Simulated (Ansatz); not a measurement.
# SiH5 (doublet): wave-function methods side by side at distance H1–H2 along a hydrogen transfer = 1.000 Å, cc-pVTZ

How much of the correlation energy of SiH5 (doublet) does each wave-function method recover here?

Method: cc-pVTZ, core rule «outside noble gas», up to 5 orbitals frozen; program: Ansatz 0.2.0, Gaussian basis.

Plan: UHF; CCSD(T) on ROHF; CCSD(T) on UHF; BCCD(T) on ROHF; CCSDT(Q) on ROHF; CCSDT(Q) on UHF; CASSCF and NEVPT2, 3 electrons in 3 orbitals; CASSCF and NEVPT2, 9 electrons in 9 orbitals.

**1. The system**

The geometry derives from fragments relaxed apart (PBE0/def2-TZVP) and kept rigid, so it is no stationary point. A hydrogen atom is moved between rigid fragments.

6 atoms, charge 0, spin multiplicity 2.

Atoms are counted from 1 here; the program's logs count them from 0.

Bond lengths: Si3–H4 1.486 Å, Si3–H5 1.486 Å, Si3–H6 1.486 Å. Angles: H4–Si3–H5 111.3°, H4–Si3–H6 111.3°, H5–Si3–H6 111.3°.

In the tables R marks a restricted open-shell determinant and U an unrestricted one; 'pair' is the active space of 3 electrons in 3 orbitals; 'valence' is the active space of 9 electrons in 9 orbitals; correlation energies count from the lowest restricted Hartree-Fock solution.

**2. UHF**

Contents of in.yaml:

```yaml
crystal:
  periodic: [false, false, false]
  atoms:
    - {symbol: H, position_ang: [-2.683262, 0.000000, -0.000001]}
    - {symbol: H, position_ang: [-1.683262, 0.000000, -0.000001]}
    - {symbol: Si, position_ang: [0.097738, 0.000000, 0.000000]}
    - {symbol: H, position_ang: [0.547712, -1.416253, 0.000000]}
    - {symbol: H, position_ang: [0.547712, 0.708126, -1.226511]}
    - {symbol: H, position_ang: [0.547711, 0.708127, 1.226511]}
basis:
  gaussian: {orbitals: cc-pVTZ}
magnetization: {spin_polarized: true, initial_magnetization: 1}
hamiltonian: {xc: hf}
output: {orbitals: {seedname: orbitals}}
```

Run with:

```bash
$ ansatz run in.yaml --threads 1 --pin off --events-out ev --progress --plain --max-ram 4096MiB --backend cpu
```

The runs that follow: CCSD(T) on ROHF; CCSD(T) on UHF; BCCD(T) on ROHF; CCSDT(Q) on ROHF; CCSDT(Q) on UHF; CASSCF and NEVPT2, 3 electrons in 3 orbitals; CASSCF and NEVPT2, 9 electrons in 9 orbitals.

**Question.** What will the summary of the whole plan be? Wanted: correlation energy, UCCSDT(Q); RMP2 from UCCSDT(Q); UMP2 from UCCSDT(Q); RCCSD from UCCSDT(Q); RCCSD(T) from UCCSDT(Q); UCCSD(T) from UCCSDT(Q); RCCSDT(Q) from UCCSDT(Q); NEVPT2 pair from UCCSDT(Q); NEVPT2 valence from UCCSDT(Q).

The runs gave:

| quantity | value |
| --- | --- |
| correlation energy, UCCSDT(Q) | -5.5688 eV |
| RMP2 from UCCSDT(Q) | +1089.3 meV |
| UMP2 from UCCSDT(Q) | +1124.4 meV |
| RCCSD from UCCSDT(Q) | +164.0 meV |
| RCCSD(T) from UCCSDT(Q) | +29.6 meV |
| UCCSD(T) from UCCSDT(Q) | +30.8 meV |
| RCCSDT(Q) from UCCSDT(Q) | +0.7 meV |
| NEVPT2 pair from UCCSDT(Q) | +1057.4 meV |
| NEVPT2 valence from UCCSDT(Q) | +1108.8 meV |
| levels of the table within 1 kcal/mol (43 meV) | RCCSD(T), UCCSD(T), BCCD(T), RCCSDT, UCCSDT, RCCSDT(Q) |
| T1 diagnostic | 0.024 |
| effectively unpaired electrons | 1.02 |

In words: RCCSD(T) lands +29.6 meV from the yardstick (0.5 % of the correlation energy). One determinant dominates. Of the multireference levels listed NEVPT2 pair comes nearest in total energy (+1057.4 meV), which doesn't show that its space is the better one. These misses are within one basis, not against nature; the frozen cores of restricted and unrestricted runs differ, which can shift their rows.
